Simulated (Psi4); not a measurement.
# A workflow on AlNH3 (SMILES [NH2][AlH])

We compute a structure relaxation (UPBE0-D4/def2-SVP), then vibrational wavenumbers of AlNH3. 

The results are computed with Psi4 1.11.

## Step 1: Starting point

AlNH3: 5 atoms, total charge 0, spin state doublet. SMILES: `[NH2][AlH]`. The shape is that of a PBE0-D4/def2-TZVP optimisation. This is one conformer, not always the lowest. The run starts from this shape.

Bond lengths: N1–Al2 1.774 Å, N1–H3 1.007 Å, N1–H4 1.009 Å, Al2–H5 1.604 Å. Angles: N1–Al2–H5 115.7°, Al2–N1–H3 125.4°, Al2–N1–H4 124.3°, H3–N1–H4 110.2°.

## Step 2: A geometry optimisation at UPBE0-D4/def2-SVP (density fitting) (run 1)

Input file calc.inp:

```
memory 1600 mb

molecule {
  0 2
  N     -0.116600    -0.660800     0.175100
  Al     0.836600     0.833900     0.120800
  H      0.148500    -1.505300     0.655500
  H     -1.010300    -0.782800    -0.277400
  H      0.191800     2.041400    -0.715400
}

set {
  basis def2-SVP
  reference uks
  geom_maxiter 60
}

opt("pbe0-d4")
```

Started as:

```sh
$ psi4 -n 1 calc.inp calc.out
```

calc.out:

```text
[...]
  Running in c1 symmetry.
[...]
  Nuclear repulsion =   46.235092034097001
[...]
  Multiplicity = 2
[...]
  Nalpha       = 12
  Nbeta        = 11
[...]
    Number of basis functions: 47
[...]
   @DF-UKS iter   1:  -298.40161581378294   -2.70923e-01   1.61224e-02 DIIS/ADIIS
[...]
   @DF-UKS iter   5:  -298.66534266465248   -2.44427e-12   7.42381e-09 DIIS
[...]
   @S^2 Observed:                7.526695261E-01
[...]
  @DF-UKS Final Energy:  -298.66534266465248
   => Energetics <=
    Nuclear Repulsion Energy =             46.0482940834811245
    One-Electron Energy =                -504.7076489943852948
    Two-Electron Energy =                 180.0319476999360973
    DFT Exchange-Correlation Energy =     -20.0361511588832251
    Empirical Dispersion Energy =          -0.0017842948011629
    VV10 Nonlocal Energy =                  0.0000000000000000
    Total Energy =                       -298.6653426646524849
[...]
 Multipole Moments:
 ------------------------------------------------------------------------------------
     Multipole            Electronic (a.u.)      Nuclear  (a.u.)        Total (a.u.)
 ------------------------------------------------------------------------------------
 L = 1.  Multiply by 2.5417464519 to convert [e a0] to [Debye]
 Dipole X            :          2.1218791           -2.2820050           -0.1601259
 Dipole Y            :          1.0541754           -1.5730517           -0.5188763
 Dipole Z            :          0.7733511           -0.6589059            0.1144452
 Magnitude           :                                                    0.5549510
[...]
  -Total Gradient:
     Atom            X                  Y                   Z
    ------   -----------------  -----------------  -----------------
       1       -0.000036960203    -0.000031584691    -0.000008061560
       2        0.000017273450     0.000018137483     0.000002223940
       3        0.000004558645     0.000013308724    -0.000002560246
       4        0.000005987875    -0.000000136028     0.000003185420
       5       -0.000001267218     0.000003146922    -0.000001745245
[...]
    Final optimized geometry and variables:
    Molecular point group: c1
    Full point group: C1
    Geometry (in Angstrom), charge = 0, multiplicity = 2:
    N           -0.578286241935    -0.959413034049     0.053626349763
    AL           0.377176548666     0.540729563258    -0.001527792328
    H           -0.314635721216    -1.811392988246     0.536400918853
    H           -1.478430347456    -1.085570360390    -0.400761430656
    H           -0.269810395393     1.750947133696    -0.839840648174
    Psi4 run time: 0:00:56.07
[...]
```

On the terminal:

```text
Optimizer: Optimization complete!
```

It took 65 s on 1 thread of Intel Xeon at 2.50GHz (Skylake/Cascade Lake), shared host; peak memory 0.38 GiB.

Step by step:

```
step  energy from the first frame kept (eV)  largest force (eV/Å)
   0                                 0.0000                0.3292
   1                                -0.0029                0.0211
   2                                -0.0029                0.0099
   3                                -0.0029                0.0025
```

After the run. Bond lengths: N1–Al2 1.779 Å, N1–H3 1.014 Å, N1–H4 1.016 Å, Al2–H5 1.608 Å. Angles: N1–Al2–H5 115.8°, Al2–N1–H3 125.7°, Al2–N1–H4 124.5°, H3–N1–H4 109.8°.

## Step 3: The harmonic vibrations at UPBE0-D4/def2-SVP (density fitting) (run 2)

Input file job.inp:

```
memory 1.6 GB

molecule {
  0 2
  N     -0.22262486    -1.25488586     0.33198709
  Al     1.58293665     1.57997167     0.22776113
  H      0.27560144    -2.86489472     1.24429962
  H     -1.92365049    -1.49328993    -0.52667990
  H      0.36031030     3.86695224    -1.35642085
  units bohr
}

set reference uks
set t 500.0
set rotational_symmetry_number 1

frequency("pbe0-d4/def2-SVP")
```

Started as:

```sh
$ psi4 -n 1 job.inp job.out
```

job.out (excerpt; [...] marks lines left out):

```text
[...]
  Running in c1 symmetry.
[...]
  Nuclear repulsion =   46.048310651652237
[...]
  Multiplicity = 2
[...]
  Nalpha       = 12
  Nbeta        = 11
[...]
    Number of basis functions: 47
[...]
   @DF-UKS iter   1:  -298.40302460431872   -2.81051e-01   1.60619e-02 DIIS/ADIIS
[...]
   @DF-UKS iter  12:  -298.66534175872926   -3.58114e-12   7.25976e-09 DIIS
[...]
   @S^2 Observed:                7.526740035E-01
[...]
  @DF-UKS Final Energy:  -298.66534175872926
   => Energetics <=
    Nuclear Repulsion Energy =             46.0489269674070272
    One-Electron Energy =                -504.7078631742292032
    Two-Electron Energy =                 180.0316589276594073
    DFT Exchange-Correlation Energy =     -20.0362802070527799
    Empirical Dispersion Energy =          -0.0017842725136914
    VV10 Nonlocal Energy =                  0.0000000000000000
    Total Energy =                       -298.6653417587292552
[...]
 Multipole Moments:
[...]
  -Total Gradient:
     Atom            X                  Y                   Z
    ------   -----------------  -----------------  -----------------
       1       -0.000642821849    -0.000055078710    -0.000363721853
       2        0.000112095493    -0.000137459901     0.000149977740
       3       -0.000045892051    -0.000004797446    -0.000034265582
       4        0.000656299247     0.000037143901     0.000376378994
       5       -0.000090107361     0.000163122439    -0.000135289790
[...]
  ==> Harmonic Vibrational Analysis <==
[...]
  Freq [cm^-1]                 430.7248            467.0746            501.6157
[...]
  IR activ [km/mol]            211.3908            18.1152             12.2628
[...]
  Freq [cm^-1]                 717.8063            809.8040           1519.5619
[...]
  IR activ [km/mol]            138.7602            72.4173             33.8845
[...]
  Freq [cm^-1]                1831.1084           3594.9557           3696.0253
[...]
  IR activ [km/mol]            192.4536            20.7966             36.6415
[...]
  Total E_0, Enthalpy at 0 [K]                                                         -298.63443094 [Eh]
[...]
  Total H, Enthalpy at  500.00 [K]                                                     -298.62483533 [Eh]
[...]
  Total G, Gibbs energy at  500.00 [K]                                                 -298.68000478 [Eh]
[...]
```

Standard output:

```text
Warning: used thermodynamics relations inappropriate for low-frequency modes: ['430.7248' '467.0746' '501.6157']
```

It took 5.7 min on 1 thread of Intel Xeon at 2.50GHz (Skylake/Cascade Lake), shared host; peak memory 0.36 GiB.

## Step 4: Results

| quantity | value |
| --- | --- |
| run 1, UPBE0-D4/def2-SVP: total energy at the end | -298.66534 Eh |
| run 1, UPBE0-D4/def2-SVP: dipole moment | 1.41 D |
| run 1, UPBE0-D4/def2-SVP: HOMO energy (highest over α and β) | -5.42 eV |
| run 1, UPBE0-D4/def2-SVP: LUMO energy (lowest over α and β) | -1.96 eV |
| run 1, UPBE0-D4/def2-SVP: dispersion energy | -4.68 kJ/mol |
| run 1, UPBE0-D4/def2-SVP: ⟨S²⟩ | 0.753 |
| run 2, UPBE0-D4/def2-SVP: lowest harmonic wavenumber | 431 cm⁻¹ |
| run 2, UPBE0-D4/def2-SVP: highest harmonic wavenumber | 3696 cm⁻¹ |
| run 2, UPBE0-D4/def2-SVP: zero-point energy | 81.2 kJ/mol |
| run 2, UPBE0-D4/def2-SVP: ideal-gas entropy at 500 K (symmetry number 1 as used) | 69.2 cal/(mol K) |

The optimisation (run 1, UPBE0-D4/def2-SVP) took 4 steps and changed the energy by -0.003 eV. All 9 modes (run 2, UPBE0-D4/def2-SVP) are real, so the shape is a minimum at this level.
